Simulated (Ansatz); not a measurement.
# BH₂+ (triplet): the correlation ladder, aug-cc-pVDZ

Aim: climb from Hartree-Fock through coupled cluster and multireference methods for BH₂+ (triplet) at one geometry and basis, and see what each rung misses.

Computed with Ansatz 0.2.0, Gaussian basis. Level: aug-cc-pVDZ, core rule «outside noble gas», up to 1 orbitals frozen.

The runs, in order: UHF; CCSD(T) on ROHF; CCSD(T) on UHF; BCCD(T) on ROHF; CISD; CCSDT(Q) on ROHF; CCSDT(Q) on UHF; CASSCF and MRCISD+Q, 4 electrons in 6 orbitals; CASSCF and NEVPT4(SD), 4 electrons in 6 orbitals; CASSCF and NEVPT2, 4 electrons in 6 orbitals; Full CI.

35 further runs of the same task are left out: 17 that didn't finish, 18 set aside as unsound or not needed.

## (1) The system

The geometry is a PBE0/def2-TZVP stationary point (not a proven minimum) of the parent state, kept for this charge and spin.

3 atoms, charge 1, spin multiplicity 3.

Atoms are counted from 1 here; the program's logs count them from 0.

Bond lengths: B1–H2 1.191 Å, B1–H3 1.191 Å. Angles: H2–B1–H3 129.4°.

## (2) UHF

in.yaml reads:

```yaml
crystal:
  periodic: [false, false, false]
  atoms:
    - {symbol: B, position_ang: [0.000000, -0.080006, 0.000000]}
    - {symbol: H, position_ang: [0.000000, 0.429067, -1.077008]}
    - {symbol: H, position_ang: [0.000000, 0.429067, 1.077008]}
basis:
  gaussian: {orbitals: aug-cc-pVDZ}
total_charge: 1
magnetization: {spin_polarized: true, initial_magnetization: 2}
hamiltonian: {xc: hf}
output: {orbitals: {seedname: orbitals}}
```

Run with:

```sh
$ ansatz run in.yaml --threads 1 --pin off --events-out ev --progress --plain --max-ram 2393MiB
```

The runs that follow: CCSD(T) on ROHF; CCSD(T) on UHF; BCCD(T) on ROHF; CISD; CCSDT(Q) on ROHF; CCSDT(Q) on UHF; CASSCF and MRCISD+Q, 4 electrons in 6 orbitals; CASSCF and NEVPT4(SD), 4 electrons in 6 orbitals; CASSCF and NEVPT2, 4 electrons in 6 orbitals; Full CI.

Q: Predict the results of all the runs planned. Wanted: FCI below the RHF energy; RMP2 from FCI; UMP2 from FCI; RCCSD from FCI; RCCSD(T) from FCI; UCCSD(T) from FCI; RCCSDT(Q) from FCI; UCCSDT(Q) from FCI; NEVPT2 valence from FCI.

The runs gave:

| quantity | value |
| --- | --- |
| FCI below the RHF energy | -1.9759 eV |
| RMP2 from FCI | +50.8 kJ/mol |
| UMP2 from FCI | +53.1 kJ/mol |
| RCCSD from FCI | +4.3 kJ/mol |
| RCCSD(T) from FCI | +1.1 kJ/mol |
| UCCSD(T) from FCI | +1.0 kJ/mol |
| RCCSDT(Q) from FCI | 0.0 kJ/mol |
| UCCSDT(Q) from FCI | 0.0 kJ/mol |
| NEVPT2 valence from FCI | +21.0 kJ/mol |
| NEVPT4(SD) valence from FCI | +2.3 kJ/mol |
| MRCISD+Q valence from FCI | -0.1 kJ/mol |
| levels within 1 kcal/mol (43 meV) | CISD, UCCSD, RCCSD(T), UCCSD(T), BCCD(T), RCCSDT, UCCSDT, RCCSDT(Q), UCCSDT(Q), NEVPT4(SD) valence, MRCISD valence, MRCISD+Q valence |
| T1 diagnostic | 0.025 |
| effectively unpaired electrons | 2.02 |

**Reading.** RCCSD(T) misses by +1.1 kJ/mol, 0.6 % of the correlation energy. One determinant dominates. Of the multireference levels listed MRCISD+Q valence comes nearest in total energy (-0.1 kJ/mol), which doesn't show that its space is the better one. These misses are within one basis, not against nature; the frozen cores of restricted and unrestricted runs differ, which can shift their rows.
